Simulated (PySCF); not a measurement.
**Cl2: one state, many levels of theory**

State: ¹Σg⁺ (singlet), closed shell. Set-up: Cl 3-21G; no relativity (PySCF 2.14). De refers to Cl + Cl in their high-spin ground configurations, without counterpoise correction.

| Level | Re (Å) | ωe (cm⁻¹) | De (eV) | CPU s a point (SCF and correlation, without the integrals) |
| --- | --- | --- | --- | --- |
| RHF | 2.193 | 510 | -0.250 | 0.01 |
| RHF-MP2 | 2.257 | 448 | 0.98 | 0.013 |
| RHF-SCS-MP2 | 2.262 | 440 | 1.01 | n/a |
| RHF-CCSD | 2.287 | 409 | 1.10 | n/a |
| RHF-CCSD(T) | 2.296 | 398 | 1.15 | 0.076 |
| PBE | 2.238 | 454 | 1.99 | 0.19 |
| PBEsol | 2.222 | 466 | 2.23 | 0.15 |
| r²SCAN | 2.228 | 465 | 1.74 | 0.25 |
| TPSSh | 2.226 | 466 | 1.68 | 0.25 |
| PBE0 | 2.208 | 480 | 1.57 | 0.28 |
| B97-3 | 2.218 | 474 | 1.58 | 0.13 |
| CAM-B3LYP | 2.205 | 486 | 1.38 | 0.22 |

**Question.** What are the measured Re and ωe, and which levels come closest?

**Answer.** Re = 1.9879 Å and ωe = 559.72 cm⁻¹ (Huber and Herzberg, Constants of Diatomic Molecules (1979)). Closest are RHF for the length (off by 0.205 Å) and RHF for the frequency (off by -8.9 %).

```tsv
Level	error in Re (pm)	error in ωe (%)
RHF	20.5	-8.9
RHF-MP2	26.9	-19.9
RHF-SCS-MP2	27.5	-21.4
RHF-CCSD	29.9	-26.9
RHF-CCSD(T)	30.8	-28.9
PBE	25.0	-19.0
PBEsol	23.4	-16.8
r²SCAN	24.0	-16.9
TPSSh	23.8	-16.7
PBE0	22.0	-14.2
B97-3	23.0	-15.3
CAM-B3LYP	21.7	-13.2
```

Correlated steps freeze 10 core orbitals. Where the molecule has an RHF reference, its open-shell atoms are computed with UHF. 3-21G is very small, so such numbers show the basis as much as the molecule. A negative De means that the minimum lies above the separated atoms at that level.

The whole job (state search and all levels along the bond) took about 0.39 min on 1 thread of Intel Xeon 6975P-C (shared host), peak memory 0.34 GiB.
